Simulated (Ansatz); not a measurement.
Coupled-cluster diagnostics for BH2(SiH3) (SiBH₅), Ansatz.

Geometry of the singlet (B3LYP-D4/def2-TZVP):

```xyz
7

B    -0.311    0.503    1.043
H    -0.471   -0.155    2.023
H    -0.384    1.686    1.160
Si    0.157   -0.345   -0.719
H    -0.272    0.455   -1.893
H    -0.367   -1.725   -0.871
H     1.647   -0.421   -0.744
```

Correlated methods freeze 6 core orbitals.

**Question.** Estimate the CCSD(T) correlation energy, the shares of MP2 and (T), T1 and the reference's ⟨S²⟩ for: charge 0, singlet, own geometry in def2-TZVPP; charge 0, singlet, own geometry in def2-TZVPD; charge 1, doublet, vertical in def2-TZVPP; charge -1, doublet, vertical in def2-TZVPD; and the rough time on 4 threads of Arm Neoverse V2 on a shared host.

**Answer.** 
```
                          state       basis  correlation (eV)  MP2 share (%)  (T) share (%)     T1  ⟨S²⟩ (pure)  wall time
charge 0, singlet, own geometry  def2-TZVPP            -7.747           82.1            2.7  0.012  0.00 (0.00)      2.5 s
charge 0, singlet, own geometry  def2-TZVPD            -7.451           80.6            2.7  0.013  0.00 (0.00)      1.8 s
    charge 1, doublet, vertical  def2-TZVPP            -6.875           79.9            2.7  0.018  0.76 (0.75)      9.5 s
   charge -1, doublet, vertical  def2-TZVPD            -8.175           82.0            3.3  0.013  0.76 (0.75)        7 s
```
Customary marks for T1 are 0.02 (closed shells), 0.045 (open shells) and about 0.05 (3d metals). T1 stays under 0.02 throughout.
